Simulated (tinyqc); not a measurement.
Inside a calculation (part 2 of 2). Method: UHF in the sto-6g basis, for CH2, spin multiplicity 3. Computed by tinyqc, a small Python program that keeps every step (integrals from PySCF). Command: `OMP_NUM_THREADS=1 python tinyqc.py 24852 24853 out.jsonl` (the two numbers bound the seeds that draw the settings). One thread of a shared host (Intel(R) Xeon(R) Processor @ 2.60GHz), about 0.3 s of CPU time with the checks.

Geometry (angstrom):

| atom | x | y | z |
|---|---|---|---|
| C | 0.000000 | 0.000000 | 0.000000 |
| H | 0.000000 | 1.225000 | 0.595000 |
| H | 0.000000 | -1.225000 | 0.595000 |

## Iteration 2: DIIS over 2 matrices

error matrix X^T (FDS - SDF) X (alpha):
```
           1          2         3          4          5          6          7
1   0.000000   0.018217  0.000000   0.000000   0.035069  -0.026945  -0.026945
2  -0.018217   0.000000  0.000000   0.000000  -0.028993   0.013146   0.013146
3   0.000000   0.000000  0.000000   0.000000   0.000000   0.000000   0.000000
4   0.000000   0.000000  0.000000   0.000000   0.000000  -0.005638   0.005638
5  -0.035069   0.028993  0.000000   0.000000   0.000000  -0.017575  -0.017575
6   0.026945  -0.013146  0.000000   0.005638   0.017575   0.000000   0.000000
7   0.026945  -0.013146  0.000000  -0.005638   0.017575   0.000000   0.000000
```

B (overlaps of the stored error matrices):
```
                1               2
1   5.5131242e-01  -9.5704295e-03
2  -9.5704295e-03   3.3483303e-02
```

Minimise |sum c_i e_i|^2 with sum c_i = 1: solve [B -1; -1 0][c; lambda] = [0; -1] with B_ij = tr e_i^T e_j summed over both spins, and take F = sum c_i F_i.

DIIS coefficients: 0.071288  0.928712

extrapolated F(alpha) (hartree), lower triangle:
```
             1C 1s      1C 2s     1C 2px     1C 2py     1C 2pz      2H 1s      3H 1s
1C 1s   -11.196265
1C 2s    -2.874782  -1.473667
1C 2px    0.000000   0.000000  -0.327050
1C 2py    0.000000   0.000000   0.000000  -0.146603
1C 2pz   -0.005926   0.032451   0.000000   0.000000  -0.172671
2H 1s    -0.416732  -0.501384   0.000000  -0.326033  -0.194954  -0.341594
3H 1s    -0.416732  -0.501384   0.000000   0.326033  -0.194954  -0.084242  -0.341594
```

extrapolated F(beta) (hartree), lower triangle:
```
             1C 1s      1C 2s    1C 2px     1C 2py     1C 2pz      2H 1s      3H 1s
1C 1s   -11.018523
1C 2s    -2.811076  -1.168247
1C 2px    0.000000   0.000000  0.354709
1C 2py    0.000000   0.000000  0.000000  -0.047728
1C 2pz   -0.008868  -0.125547  0.000000   0.000000   0.302303
2H 1s    -0.403232  -0.461931  0.000000  -0.300349  -0.102537  -0.230416
3H 1s    -0.403232  -0.461931  0.000000   0.300349  -0.102537  -0.050373  -0.230416
```

## Iteration 2: diagonalisation and new density

X, lower triangle:
```
            1C 1s      1C 2s    1C 2px     1C 2py     1C 2pz      2H 1s     3H 1s
1C 1s    1.024811
1C 2s   -0.139054   1.138941
1C 2px   0.000000   0.000000  1.000000
1C 2py   0.000000   0.000000  0.000000   1.102427
1C 2pz  -0.005662   0.051735  0.000000   0.000000   1.023126
2H 1s    0.019033  -0.209194  0.000000  -0.201620  -0.093883   1.119333
3H 1s    0.019033  -0.209194  0.000000   0.201620  -0.093883  -0.018041  1.119333
```

Diagonalise F' = X^T F X, C = X C', fill 5 alpha and 3 beta electrons from the bottom; D(s) = C_occ C_occ^T. Each column has its largest component positive (the first on a tie).

F' = X^T F X (alpha) (hartree), lower triangle:
```
            1          2          3          4          5          6          7
1  -10.995209
2   -1.450309  -0.813563
3    0.000000   0.000000  -0.327050
4    0.000000   0.000000   0.000000   0.090775
5   -0.029034   0.148006   0.000000   0.000000  -0.103612
6   -0.033267  -0.294557   0.000000  -0.343709  -0.202964  -0.073139
7   -0.033267  -0.294557   0.000000   0.343709  -0.202964  -0.027364  -0.073139
```

orbital energies (alpha) (hartree): MO1 -11.198757, MO2 -0.835202, MO3 -0.468349, MO4 -0.332936, MO5 -0.327050, MO6 0.354009, MO7 0.513350

coefficients C (alpha):
```
              MO1        MO2        MO3        MO4       MO5        MO6        MO7
1C 1s    0.995832  -0.236006   0.000000   0.084206  0.000000  -0.125936   0.000000
1C 2s    0.017483   0.858824   0.000000  -0.437460  0.000000   0.690991   0.000000
1C 2px   0.000000   0.000000   0.000000   0.000000  1.000000   0.000000   0.000000
1C 2py   0.000000   0.000000   0.508104   0.000000  0.000000   0.000000   1.019056
1C 2pz   0.001324  -0.007940   0.000000   0.753430  0.000000   0.706684   0.000000
2H 1s   -0.002909   0.194514   0.474670   0.373849  0.000000  -0.694085  -0.679815
3H 1s   -0.002909   0.194514  -0.474670   0.373849  0.000000  -0.694085   0.679815
```

F' = X^T F X (beta) (hartree), lower triangle:
```
            1          2         3          4          5          6         7
1  -10.820287
2   -1.449170  -0.478759
3    0.000000   0.000000  0.354709
4    0.000000   0.000000  0.000000   0.194392
5   -0.010461  -0.037369  0.000000   0.000000   0.343989
6   -0.025432  -0.322063  0.000000  -0.349122  -0.122819   0.031255
7   -0.025432  -0.322063  0.000000   0.349122  -0.122819  -0.007458  0.031255
```

orbital energies (beta) (hartree): MO1 -11.020413, MO2 -0.616794, MO3 -0.383279, MO4 0.233352, MO5 0.354709, MO6 0.472597, MO7 0.616383

coefficients C (beta):
```
              MO1        MO2        MO3        MO4       MO5        MO6        MO7
1C 1s    0.996408  -0.211249   0.000000  -0.146883  0.000000  -0.106304   0.000000
1C 2s    0.015245   0.745034   0.000000   0.710101  0.000000   0.589213   0.000000
1C 2px   0.000000   0.000000   0.000000   0.000000  1.000000   0.000000   0.000000
1C 2py   0.000000   0.000000   0.499516   0.000000  0.000000   0.000000   1.023294
1C 2pz   0.001809   0.102254   0.000000  -0.591163  0.000000   0.840946   0.000000
2H 1s   -0.002939   0.280049   0.480370  -0.460096  0.000000  -0.607649  -0.675799
3H 1s   -0.002939   0.280049  -0.480370  -0.460096  0.000000  -0.607649   0.675799
```

D(alpha) after iteration 2, lower triangle:
```
            1C 1s      1C 2s    1C 2px     1C 2py    1C 2pz      2H 1s     3H 1s
1C 1s    1.054470
1C 2s   -0.222114   0.929255
1C 2px   0.000000   0.000000  1.000000
1C 2py   0.000000   0.000000  0.000000   0.258170
1C 2pz   0.066635  -0.336391  0.000000   0.000000  0.567721
2H 1s   -0.017323   0.003458  0.000000   0.241182  0.280121   0.402919
3H 1s   -0.017323   0.003458  0.000000  -0.241182  0.280121  -0.047704  0.402919
```

D(beta) after iteration 2, lower triangle:
```
            1C 1s     1C 2s    1C 2px     1C 2py    1C 2pz      2H 1s     3H 1s
1C 1s    1.037455
1C 2s   -0.142197  0.555308
1C 2px   0.000000  0.000000  0.000000
1C 2py   0.000000  0.000000  0.000000   0.249516
1C 2pz  -0.019799  0.076210  0.000000   0.000000  0.010459
2H 1s   -0.062089  0.208601  0.000000   0.239952  0.028631   0.309191
3H 1s   -0.062089  0.208601  0.000000  -0.239952  0.028631  -0.152320  0.309191
```

## Iteration 11 (converged): orbitals

converged F(alpha) (hartree), lower triangle:
```
             1C 1s      1C 2s     1C 2px     1C 2py     1C 2pz      2H 1s      3H 1s
1C 1s   -11.139080
1C 2s    -2.874747  -1.473667
1C 2px    0.000000   0.000000  -0.355538
1C 2py    0.000000   0.000000   0.000000  -0.195665
1C 2pz   -0.003018   0.054577   0.000000   0.000000  -0.271341
2H 1s    -0.415649  -0.498959   0.000000  -0.325505  -0.180961  -0.264030
3H 1s    -0.415649  -0.498959   0.000000   0.325505  -0.180961  -0.077126  -0.264030
```

converged F(beta) (hartree), lower triangle:
```
             1C 1s      1C 2s    1C 2px     1C 2py     1C 2pz      2H 1s      3H 1s
1C 1s   -11.077318
1C 2s    -2.817975  -1.065134
1C 2px    0.000000   0.000000  0.391885
1C 2py    0.000000   0.000000  0.000000  -0.019308
1C 2pz   -0.005360  -0.172348  0.000000   0.000000   0.322822
2H 1s    -0.405091  -0.467305  0.000000  -0.313284  -0.137265  -0.309565
3H 1s    -0.405091  -0.467305  0.000000   0.313284  -0.137265  -0.065354  -0.309565
```

As before.

F' = X^T F X (alpha) (hartree), lower triangle:
```
            1          2          3          4          5          6         7
1  -10.935049
2   -1.459370  -0.805547
3    0.000000   0.000000  -0.355538
4    0.000000   0.000000   0.000000   0.036406
5   -0.028781   0.164915   0.000000   0.000000  -0.208516
6   -0.029707  -0.311874   0.000000  -0.348254  -0.190796   0.017586
7   -0.029707  -0.311874   0.000000   0.348254  -0.190796  -0.023298  0.017586
```

orbital energies (alpha) (hartree): MO1 -11.142075, MO2 -0.826603, MO3 -0.453865, MO4 -0.375357, MO5 -0.355538, MO6 0.389211, MO7 0.531155

coefficients C (alpha):
```
              MO1        MO2        MO3        MO4       MO5        MO6        MO7
1C 1s    0.995403  -0.242303   0.000000   0.052152  0.000000   0.134431   0.000000
1C 2s    0.019256   0.885506   0.000000  -0.287508  0.000000  -0.734554   0.000000
1C 2px   0.000000   0.000000   0.000000   0.000000  1.000000   0.000000   0.000000
1C 2py   0.000000   0.000000   0.580143   0.000000  0.000000   0.000000   0.979837
1C 2pz   0.001149  -0.058345   0.000000   0.835811  0.000000  -0.604267   0.000000
2H 1s   -0.003301   0.169713   0.424502   0.293564  0.000000   0.737813  -0.712220
3H 1s   -0.003301   0.169713  -0.424502   0.293564  0.000000   0.737813   0.712220
```

F' = X^T F X (beta) (hartree), lower triangle:
```
            1          2         3          4          5          6          7
1  -10.878330
2   -1.463626  -0.351295
3    0.000000   0.000000  0.391885
4    0.000000   0.000000  0.000000   0.235215
5   -0.001846  -0.072604  0.000000   0.000000   0.372535
6   -0.025942  -0.329933  0.000000  -0.357994  -0.146109  -0.047788
7   -0.025942  -0.329933  0.000000   0.357994  -0.146109  -0.017668  -0.047788
```

orbital energies (beta) (hartree): MO1 -11.078952, MO2 -0.605594, MO3 -0.420827, MO4 0.274332, MO5 0.391885, MO6 0.487668, MO7 0.625922

coefficients C (beta):
```
              MO1        MO2        MO3        MO4       MO5        MO6        MO7
1C 1s    0.996692  -0.186048   0.000000  -0.180916  0.000000  -0.097936   0.000000
1C 2s    0.014023   0.626069   0.000000   0.847347  0.000000   0.544580   0.000000
1C 2px   0.000000   0.000000   0.000000   0.000000  1.000000   0.000000   0.000000
1C 2py   0.000000   0.000000   0.447793   0.000000  0.000000   0.000000   1.046961
1C 2pz   0.001411   0.146547   0.000000  -0.501677  0.000000   0.891048   0.000000
2H 1s   -0.002555   0.358542   0.513518  -0.467866  0.000000  -0.558483  -0.650968
3H 1s   -0.002555   0.358542  -0.513518  -0.467866  0.000000  -0.558483   0.650968
```

D(alpha) after iteration 11, lower triangle:
```
            1C 1s      1C 2s    1C 2px     1C 2py    1C 2pz      2H 1s     3H 1s
1C 1s    1.052258
1C 2s   -0.210388   0.867153
1C 2px   0.000000   0.000000  1.000000
1C 2py   0.000000   0.000000  0.000000   0.336565
1C 2pz   0.058870  -0.291946  0.000000   0.000000  0.701985
2H 1s   -0.029098   0.065816  0.000000   0.246272  0.235458   0.295195
3H 1s   -0.029098   0.065816  0.000000  -0.246272  0.235458  -0.065209  0.295195
```

D(beta) after iteration 11, lower triangle:
```
            1C 1s     1C 2s    1C 2px     1C 2py    1C 2pz      2H 1s     3H 1s
1C 1s    1.028008
1C 2s   -0.102502  0.392159
1C 2px   0.000000  0.000000  0.000000
1C 2py   0.000000  0.000000  0.000000   0.200519
1C 2pz  -0.025858  0.091769  0.000000   0.000000  0.021478
2H 1s   -0.069253  0.224436  0.000000   0.229950  0.052540   0.392259
3H 1s   -0.069253  0.224436  0.000000  -0.229950  0.052540  -0.135142  0.392259
```

## Convergence

Stop when the energy changes by less than 1e-09 hartree and every element of the error matrix X^T (F D S - S D F) X (for each spin) is below 9e-06.

Course of the cycle:

| iteration | E (hartree) | change | largest element of the error matrix |
|---|---|---|---|
| 1 | -38.66667190 | - | 2.82e-01 |
| 2 | -38.70156778 | -3.49e-02 | 4.91e-02 |
| 3 | -38.71746311 | -1.59e-02 | 2.63e-02 |
| 4 | -38.72367637 | -6.21e-03 | 1.04e-02 |
| 5 | -38.72577233 | -2.10e-03 | 5.94e-03 |
| 6 | -38.72703355 | -1.26e-03 | 1.91e-03 |
| 7 | -38.72709853 | -6.50e-05 | 3.78e-04 |
| 8 | -38.72710027 | -1.74e-06 | 4.49e-05 |
| 9 | -38.72710029 | -2.47e-08 | 1.88e-05 |
| 10 | -38.72710030 | -3.29e-09 | 3.93e-06 |
| 11 | -38.72710030 | -2.03e-10 | 1.26e-06 |

PySCF UHF in the same basis, after a stability check = -38.72710030 hartree

Converged in 11 iterations.

## Populations, bond orders and dipole

overlap S, lower triangle:
```
           1C 1s     1C 2s    1C 2px     1C 2py    1C 2pz     2H 1s     3H 1s
1C 1s   1.000000
1C 2s   0.243228  1.000000
1C 2px  0.000000  0.000000  1.000000
1C 2py  0.000000  0.000000  0.000000   1.000000
1C 2pz  0.000000  0.000000  0.000000   0.000000  1.000000
2H 1s   0.034674  0.348141  0.000000   0.328447  0.159531  1.000000
3H 1s   0.034674  0.348141  0.000000  -0.328447  0.159531  0.056930  1.000000
```

Mulliken: Z minus the diagonal of D S on the atom; Loewdin: the same with S^(1/2) D S^(1/2); Mayer order: 2 sum_s sum (D(s) S)_ij (D(s) S)_ji over the two atoms.

Charges (e):

| atom | Mulliken | Loewdin | Mulliken spin |
|---|---|---|---|
| 1C | -0.047911 | -0.024776 | 2.224741 |
| 2H | 0.023956 | 0.012388 | -0.112371 |
| 3H | 0.023956 | 0.012388 | -0.112371 |

Mayer bond orders:

| pair | order |
|---|---|
| 2-1 | 0.955324 |
| 3-1 | 0.955324 |
| 3-2 | 0.031475 |

dipole moment about the origin, x y z (debye): 0.000000  0.000000  0.214568

<S^2> of the determinant (pure state: 2) = 2.035656
